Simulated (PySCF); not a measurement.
Proton affinity of 1-methylimidazole, site by site

Parent: 1-methylimidazole, `Cn1ccnc1` (C4H6N2). Non-hydrogen atoms are numbered in `[CH3:1][n:2]1[cH:3][cH:4][n:5][cH:6]1`. These are map numbers, not IUPAC locants.

These are calculated values, ωB97X-D3(BJ)/def2-TZVP in PySCF (grid level 2) at geometries from PBE0-D3(BJ)/def2-SVP. Thermal corrections: PBE0-D3(BJ)/def2-SVP frequencies, unscaled, ideal gas at 298.15 K and 1 bar, quasi-RRHO entropy.

| site | product | PA / kJ/mol | GB / kJ/mol | gas share | above best in dichloromethane / kJ/mol |
| --- | --- | --- | --- | --- | --- |
| N5 (pyridine-type nitrogen) | `Cn1cc[nH+]c1` | 978 | 946 | > 99.9 % | 0.0 |
| N2 (pyrrole-type nitrogen) | `C[NH+]1C=CN=C1` | 770 | 737 | < 0.1 % | 182.8 |

PA is −ΔH and GB is −ΔG of B + H⁺ → BH⁺ in the gas phase. Shares are Boltzmann weights among the listed products; an error of 10 kJ/mol changes a ratio about 56-fold. Sites whose products fell apart, merged with another or lost in a GFN2-xTB screen aren't listed. Values in solvent are IEF-PCM free energies relative to the most favourable product.

Among these, N5 (pyridine-type nitrogen) wins by 208 kJ/mol in gas-phase free energy over N2.

In dichloromethane the product from N5 is solvated 188 kJ/mol more strongly than the parent (electrostatics only).

Measured values (NIST Chemistry WebBook, evaluated or the median of agreeing entries): proton affinity (−ΔH) 960 kJ/mol (computed 978, difference 18); gas-phase basicity (−ΔG) 928 kJ/mol (computed 946, difference 18). These are compared with the most favourable site that keeps the skeleton.

Hardware: 1 thread of Arm Neoverse V1, shared with other jobs. Command: `OMP_NUM_THREADS=1 python redox_run.py task.json out`. Structures, frequencies and single points: 13 min.

Differences come from unrounded values, so a last digit can differ from that of the printed terms.
